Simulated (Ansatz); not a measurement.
`CN1COC1F` at its PBE0-D4/def2-TZVP geometry, where that method's forces vanish. Total charge 0; spin multiplicity 1.

```xyz
12

C    -1.3032    0.4920   -0.3957
N    -0.2868   -0.4454    0.0070
C     0.4894   -0.2372    1.2190
O     1.6897   -0.5685    0.5076
C     0.9689   -0.5206   -0.6806
F     1.2757    0.6102   -1.4081
H    -0.9581    1.5341   -0.4048
H    -2.1531    0.4077    0.2841
H    -1.6552    0.2364   -1.3963
H     0.2876   -0.9424    2.0297
H     0.5014    0.7962    1.5946
H     1.1438   -1.3627   -1.3564
```

Problem. What forces (eV/Å) does PBE-D4/def2-TZVPP give on these atoms in the Gaussian-basis code of Ansatz? (Estimate.)

Solution. Computed: 
```
C1  -0.083  0.035 -0.019
N2  -0.389 -0.255  0.011
C3  -0.220  0.088  0.313
O4   0.868 -0.217  0.325
C5  -0.178 -0.418 -0.156
F6   0.218  0.698 -0.527
H7   0.056  0.245 -0.006
H8  -0.184 -0.006  0.130
H9  -0.084 -0.044 -0.205
H10 -0.047 -0.157  0.203
H11 -0.011  0.251  0.111
H12  0.054 -0.220 -0.180
```
